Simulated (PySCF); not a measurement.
Compound: C4H8FN (charge +1 and doublet state).
Numbering: `[NH2+:1][CH2:2][C@@H:3]1[CH2:4][C@@H:5]1[F:6]` (hydrogens: H7, H8 on N1; H9, H10 on C2; H11 on C3; H12, H13 on C4; H14 on C5)

Cartesian coordinates in Å at the GFN2-xTB level; atoms count from 1:
```xyz
14
C4H8FN angstrom
N      1.6701   -1.1356    0.7648
C      0.3533   -0.6686    0.7606
C      0.0989    0.5543   -0.0551
C     -1.2887    1.1198   -0.1692
C     -0.7378    0.4314   -1.3626
F     -1.1989   -0.7865   -1.6668
H      2.4321   -0.5690    0.4255
H      1.8982   -2.0013    1.2289
H     -0.3331   -1.4927    0.4893
H      0.0369   -0.4420    1.8071
H      0.9362    1.2377   -0.1402
H     -2.0808    0.6082    0.3593
H     -1.4002    2.1929   -0.2169
H     -0.3869    0.9509   -2.2468
```

The hyperfine couplings belong to this conformer and change with its torsions.

The calculation used UKS B3LYP, pcH-1 on C F H N, non-relativistic, mean-field spin-orbit, GIAO (PySCF). Geometry: GFN2-xTB, one conformer, isolated ion. A GFN2-xTB geometry isn't a minimum of the functional, and hyperfine couplings can be far from their values at a DFT geometry, by a factor of two or more for some ions and for spin on atoms past the first row. Stability of the SCF solution: not tested.

Task: Where do the isotropic ENDOR lines of C2, N1, F6, H10, H9, H7, H8, H13, H12 and H14 fall at 1206.8 mT, to first order?

Result: For S = 1/2 in fast tumbling each set of equivalent nuclei gives two lines, ν± = |νn ± a/2| to first order, with νn = g_N μN B/h and μN/h = 7.62259 MHz/T.

```
nuclei  isotope     g_N  νn (MHz)  a_iso (MHz)  lower line (MHz)  upper line (MHz)
    C2      13C  1.4048     12.92       -40.36              7.26             33.10
    N1      14N  0.4038      3.71        27.89             10.23             17.66
    F6      19F  5.2577     48.37        20.32             38.21             58.52
   H10       1H  5.5857     51.38       386.87            142.05            244.82
    H9       1H  5.5857     51.38       198.47             47.85            150.62
    H7       1H  5.5857     51.38       -48.40             27.18             75.58
    H8       1H  5.5857     51.38       -46.61             28.08             74.69
   H13       1H  5.5857     51.38        12.31             45.23             57.54
   H12       1H  5.5857     51.38         7.43             47.67             55.10
   H14       1H  5.5857     51.38         5.79             48.49             54.28
```

The rows for 13C, of low natural abundance, apply to labelled samples.

Task: Which pairs are centred on the nuclear Larmor frequency, and which on half the coupling?

Result: Centred on νn, since |a| < 2νn: F6, H7, H8, H13, H12 and H14. Centred on |a|/2 and split by 2νn: C2, N1, H10 and H9.

Task: At what field would the lower line of N1 fall to zero frequency?

Result: Where νn = |a|/2, that is B = 13.95 MHz/(0.4038 × 7.62259 MHz/T) = 4530 mT, as far as first order holds there.

Couplings of abundant isotopes left out: H11 (1.2 MHz).

H7 and H8 aren't averaged: N1 is flat or nearly so (angle sum 359°), and its turn about the short N1–C2 bond (1.40 Å) is taken as slow.

Time: 43 s (with the writing of density and orbital grids); peak memory 0.86 GiB. Hardware: one thread, Arm Neoverse V1 (aarch64), shared host with 32 logical CPUs at a one-minute load of 23.
